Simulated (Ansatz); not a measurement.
# C2H2S: one species, many methods

How much do the methods differ for C2H2S? The plan is to run it at one geometry with functionals of several rungs and with coupled cluster. The yardstick is the atomisation energy at the CCSD(T) limit.

Computed with Ansatz 0.2.0, Gaussian basis. Level: functionals in def2-TZVPP, the program's frozen cores in correlated methods.

Plan: LDA (SPW92), PBE-D4, revPBE-D4, BLYP-D4, r2SCAN-D4, B97M-V, PBE0-D4, B3LYP-D4, r2SCANh-D4, r2SCAN0-D4, HSE06-D4, BHLYP-D4, CAM-B3LYP-D4, LC-ωPBE, ωB97X-V, ωB97M-V, B2PLYP, PBE-QIDH; CCSD(T)/def2-SVP; CCSD(T)/def2-TZVPP; CCSD(T)/def2-QZVPP; extrapolation to the limit; RPA on PBE.

**1. The relaxed structure**

An earlier PBE0-D4 in a triple-zeta def2 set relaxation fixed the geometry.

SMILES `C=C=S`, 5 atoms, charge 0, spin multiplicity 1.

Atoms are counted from 1 here; the program's logs count them from 0.

Bond lengths: C1–C2 1.303 Å, C1–H4 1.084 Å, C1–H5 1.084 Å, C2–S3 1.551 Å. Angles: C2–C1–H4 120.6°, C2–C1–H5 120.6°, H4–C1–H5 118.9°, C1–C2–S3 180.0°.

As a file:

```mol
C2H2S
  3D, bonds by distance, orders not assigned

  5  4  0  0  0  0  0  0  0  0999 V2000
    0.5579   -0.2643    0.0966 C   0  0
   -0.6105    0.2679   -0.1271 C   0  0
   -2.0010    0.9014   -0.3932 S   0  0
    1.4112    0.0023   -0.5158 H   0  0
    0.6924   -0.9810    0.8981 H   0  0
  1  2  8  0
  2  3  8  0
  1  4  8  0
  1  5  8  0
M  END
```

**2. LDA**

This LDA is Slater exchange with PW92 correlation.

in.yaml reads:

```yaml
crystal:
  periodic: [false, false, false]
  atoms:
    - {symbol: C, position_ang: [0.557867, -0.264286, 0.096572]}
    - {symbol: C, position_ang: [-0.610503, 0.267896, -0.127147]}
    - {symbol: S, position_ang: [-2.000969, 0.901445, -0.393152]}
    - {symbol: H, position_ang: [1.411184, 0.002330, -0.515762]}
    - {symbol: H, position_ang: [0.692422, -0.980987, 0.898090]}
basis:
  gaussian: {orbitals: def2-TZVPP}
hamiltonian: {xc: lda}
output: {orbitals: {seedname: orbitals}}
```

Launch:

```console
$ ansatz run in.yaml --threads 2 --pin off --events-out ev --progress --plain --max-ram 4352MiB
```

Further steps of the session: PBE-D4 (GGA); revPBE-D4 (GGA); BLYP-D4 (GGA); r2SCAN-D4 (meta-GGA); B97M-V (meta-GGA); B3LYP-D4 (hybrid); r2SCANh-D4 (hybrid); r2SCAN0-D4 (hybrid); HSE06-D4 (hybrid); BHLYP-D4 (hybrid); CAM-B3LYP-D4 (range-separated); LC-ωPBE (range-separated); ωB97X-V (range-separated); ωB97M-V (range-separated); B2PLYP (double hybrid); PBE-QIDH (double hybrid); CCSD(T) in def2-SVP; CCSD(T) in def2-TZVPP; CCSD(T) in def2-QZVPP; RPA on PBE orbitals.

**Question.** What will the summary of the whole plan be? Wanted: atomisation energy, CCSD(T)/CBS; farthest beyond LDA; mean size of error, GGA; mean size of error, meta-GGA; mean size of error, hybrid; mean size of error, range-separated; mean size of error, double hybrid; gap, smallest and largest; T1 diagnostic.

The runs gave:

| quantity | value |
| --- | --- |
| atomisation energy, CCSD(T)/CBS | 20.700 eV |
| functionals within 0.104 eV (0.5 %) | CAM-B3LYP-D4, ωB97X-V, B2PLYP, PBE-QIDH |
| farthest beyond LDA | PBE-D4 (+1.118 eV) |
| mean size of error, GGA | 0.687 eV |
| mean size of error, meta-GGA | 0.409 eV |
| mean size of error, hybrid | 0.361 eV |
| mean size of error, range-separated | 0.121 eV |
| mean size of error, double hybrid | 0.020 eV |
| gap, smallest and largest | 2.44 eV (LDA (SPW92)), 9.28 eV (LC-ωPBE) |
| T1 diagnostic | 0.0173 |
| triples share of the correlation energy | 5.4 % |

**Reading.** The LDA atomisation energy is off by 3.732 eV (18 %): it overbinds. PBE-D4 is off by +1.118 eV. Double hybrids carry the basis error of their MP2 part in triple zeta, and no dispersion term here, so their miss is partly the set-up's. By mean error the best rung here is double hybrid (0.020 eV) and the worst beyond LDA is GGA (0.687 eV). The reference freezes the cores and leaves out relativity and excitations past (T), so misses under about 0.104 eV can't be ranked. Hartree-Fock recovers 70 % of the binding; the rest is correlation. CCSD(T) in def2-SVP is off by -1.055 eV, worse than the median functional, from the basis alone. The gap grows from 2.4 to 9.3 eV across the functionals, mostly with the share of exact exchange.
